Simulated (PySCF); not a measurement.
Computed with TPSSh-D3(BJ)/def2-TZVP // BP86-D3(BJ)/def2-SVP run with PySCF 2.14.0. Gas-phase values, no solvent. 

Reference species (SMILES): `N` (neutral, multiplicity 1).

```
Property          Value
-------------  --------
HOMO           -6.91 eV
dipole moment    1.81 D
```

Changed species: `N#C` (free ligand NCH; the reference has free ligand NH3).

Task: Give the shifts of the HOMO and dipole moment.

Result: the HOMO drops by 2.57 eV, to -9.48 eV; the dipole moment goes up by 1.20 D, to 3.01 D.
